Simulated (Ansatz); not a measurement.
Ansatz (a program for electronic structure) input (PBE0/6-311+G**): The .json file is the Basis Set Exchange's 6-311+G**.

Ansatz 0.2 input:
```yaml
crystal:
  periodic: [false, false, false]
  atoms:
    - {symbol: F, position_ang: [0.00000000, 0.00000000, 0.00000000]}
basis:
  gaussian:
    orbitals: 6-311+G__.json
hamiltonian:
  xc: {name: PBE0}
total_charge: -1
scf: {lower_state_search: full}
```

Output:

```
Functional definition: PBE0
integrals: 0.00 GiB planned
169 factors; their error is unknown
mean field: 0.05 GiB planned
mean field evaluation 1: about -2695.3097 eV, gradient 1.1e2 eV
mean field evaluation 2: about -2684.2997 eV, gradient 1.6e2 eV
mean field evaluation 4: about -2715.2649 eV, gradient 3.2e-1 eV
mean field evaluation 8: about -2715.2664 eV, gradient 1.2e-2 eV
mean field -2715.26635405 eV, -99.7841980378 hartree, gradient 7.6e-5 eV, S^2 0.000000; 0 other end points of the search recorded, 0 dependent functions left out
reference -2715.26636855 eV, -99.7841985707 hartree; 5, 5 occupied and 17, 17 virtual orbitals, 169 factors
Total energy: -2715.26636855 eV, -99.7841985707 hartree
```

The dipole moment of an ion depends on the origin.
